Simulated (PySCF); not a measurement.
**Substituent effects on chemical shifts**

Parent skeleton `[CH:1]#[C:2][CH3:3]`; one hydrogen on atom 1 is replaced by X. Hydrogens on one atom are averaged.

Non-relativistic Hamiltonian, isolated molecule, one conformer, fast rotation and ring inversion assumed for equivalent nuclei. Coordinates at the PBE0-D3(BJ)/def2-SVP level; σ from GIAO-PBE0/pcSseg-1; PySCF.

Referencing at the same level of theory: ¹³C (σ = 184.41 ppm), ¹H (σ = 31.27 ppm) against TMS.

Parent (X = H): C1 73.5, C2 82.3, C3 4.2, H(C3) 1.83 ppm. Effects are Δδ = δ(X) − δ(H), positive for deshielding.

(1) Give Δδ (ppm) for X = CH2CN, BH2, CH2Cl, CH2F, B(OH)2, CONH2.

(2) Which position responds most, and to which substituents?

Results:

(1) 
```
     X      SMILES     C1     C2    C3  H(C3)
 CH2CN    CC#CCC#N   -1.7   +4.1  +0.3  +0.08
   BH2       BC#CC  +26.9  +77.7  +4.3  +0.59
 CH2Cl     CC#CCCl   +6.1   +8.3  +0.6  +0.10
  CH2F      CC#CCF   +6.4   +9.8  +0.6  +0.11
B(OH)2   CC#CB(O)O  +10.3  +21.2  +1.1  +0.08
 CONH2  CC#CC(N)=O   +5.9   +4.3  +0.2  +0.15
```

(2) C2: from +4.1 ppm with CH2CN to +77.7 ppm with BH2.
